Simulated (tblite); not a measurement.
Species: P2F4.
Structure used (GFN2-xTB), in Å, numbered top down from 1:
```xyz
6
P2F4 angstrom
F     -1.492   -0.350   -1.336
P     -0.895   -0.680    0.133
F     -1.773    0.459    0.878
P      0.895    0.680   -0.139
F      1.496    0.352    1.328
F      1.772   -0.460   -0.885
```

All values are computed: GFN2-xTB (tblite) harmonic vibrations without scaling, gas phase. The method is semi-empirical: single wavenumbers can be off by several per cent or more. One conformer, not necessarily the lowest.

Harmonic wavenumbers (cm⁻¹): 39.0, 108.2, 175.1, 206.8, 244.0, 327.2, 350.6, 493.1, 686.7, 725.5, 750.7, 761.6.

A = 3738, B = 1766, C = 1384 MHz; mass 137.941 u (most abundant isotopes); point group C2h, symmetry number 2.

What is the zero-point energy?

½Σν̃ = 2434 cm⁻¹ = 29.12 kJ/mol.

Give the ideal-gas entropy at 400 K and 1 bar in the rigid-rotor, harmonic-oscillator model (classical rotation).

Translation 176.41, rotation 114.87, vibration 102.00: S = 393.3 J/(mol K).

And Cp and H(400 K) − H(0)?

Cp = 113.97 J/(mol K), of which vibrations give 80.71 (their classical limit is 12 R = 99.8); H(400 K) − H(0) = 33.16 kJ/mol without the zero-point energy, 19.86 from vibrations.

Blend soft modes into free rotors: weight 1/[1 + (100 cm⁻¹/ν̃)⁴] for the oscillator and the rest for a rotor with moment μB/(μ + B), μ = h/(8π²ν), B = 10⁻⁴⁴ kg m². What vibrational entropy results?

93.01 J/(mol K) in place of 102.00, which changes −T·S at 400 K by +3.60 kJ/mol.

What must be added to the electronic energy to get the Gibbs energy at 400 K and 1 bar?

ZPE + [H(400 K) − H(0)] − T·S = 29.12 + 33.16 − 157.31 = -95.03 kJ/mol.

How do the functions run with temperature in this model?

```json
{"T (K)": "100", "S (J/(mol K))": "270.1", "Cp (J/(mol K))": "64.2", "H − H(0) (kJ/mol)": "4.77", "G − H(0) (kJ/mol)": "-22.24", "ln q(vib)": "1.27"}
{"T (K)": "200", "S (J/(mol K))": "322.7", "Cp (J/(mol K))": "88.6", "H − H(0) (kJ/mol)": "12.49", "G − H(0) (kJ/mol)": "-52.04", "ln q(vib)": "3.04"}
{"T (K)": "300", "S (J/(mol K))": "361.8", "Cp (J/(mol K))": "104.4", "H − H(0) (kJ/mol)": "22.20", "G − H(0) (kJ/mol)": "-86.34", "ln q(vib)": "4.73"}
{"T (K)": "500", "S (J/(mol K))": "419.4", "Cp (J/(mol K))": "119.7", "H − H(0) (kJ/mol)": "44.87", "G − H(0) (kJ/mol)": "-164.82", "ln q(vib)": "7.72"}
{"T (K)": "800", "S (J/(mol K))": "477.6", "Cp (J/(mol K))": "127.3", "H − H(0) (kJ/mol)": "82.14", "G − H(0) (kJ/mol)": "-299.97", "ln q(vib)": "11.29"}
{"T (K)": "1000", "S (J/(mol K))": "506.3", "Cp (J/(mol K))": "129.2", "H − H(0) (kJ/mol)": "107.81", "G − H(0) (kJ/mol)": "-398.46", "ln q(vib)": "13.23"}
```

q(vib) and H(0) count from the zero-point level.

Hindered rotation and anharmonicity are outside this model. Other conformers, if any are populated, would add a mixing term that is left out.
